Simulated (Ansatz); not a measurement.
This geometry of CH₄BO (7 atoms, charge 0, multiplicity 2) is a first-order saddle point.

Level of theory: Ansatz 0.2.0, UKS B3LYP-D4/STO-3G.

```xyz
7
Properties=species:S:1:pos:R:3
B -1.427 -0.927 -0.013
O -0.121 -0.974 0.264
C 0.737 0.235 0.065
H -2.012 0.014 -0.420
H 0.728 0.552 -0.997
H 0.388 1.072 0.700
H 1.769 -0.039 0.356
```

Task: Which two structures does it join? (They come from a converged band through this point; their orientation in space is the band's.)

Result: No bond is made or broken. The dihedral B1–O2–C3–H6 goes from 121 to 0°. The two ends are copies of one structure, up to a mirror image or an exchange of like atoms.

Image 0:

```xyz
7
Properties=species:S:1:pos:R:3
B -1.354 -1.021 -0.187
O -0.314 -0.739 0.600
C 0.648 0.342 0.241
H -1.608 -0.471 -1.201
H 0.376 0.841 -0.711
H 0.657 1.086 1.062
H 1.657 -0.106 0.151
```

Image 8:

```xyz
7
Properties=species:S:1:pos:R:3
B -1.416 -0.921 0.228
O -0.183 -0.953 -0.283
C 0.713 0.235 -0.200
H -1.901 0.009 0.773
H 0.995 0.530 -1.230
H 0.226 1.089 0.311
H 1.627 -0.057 0.354
```

Task: How far does it lie above each of them?

Result: 0.031 eV above the first and 0.031 eV above the second. This is the barrier of this one path; another mechanism may lie lower. Limits of this set-up: minimal basis.

Run time: 45 s on 1 thread of Arm Neoverse V1, with other jobs on the host, peak memory 0.094 GiB.
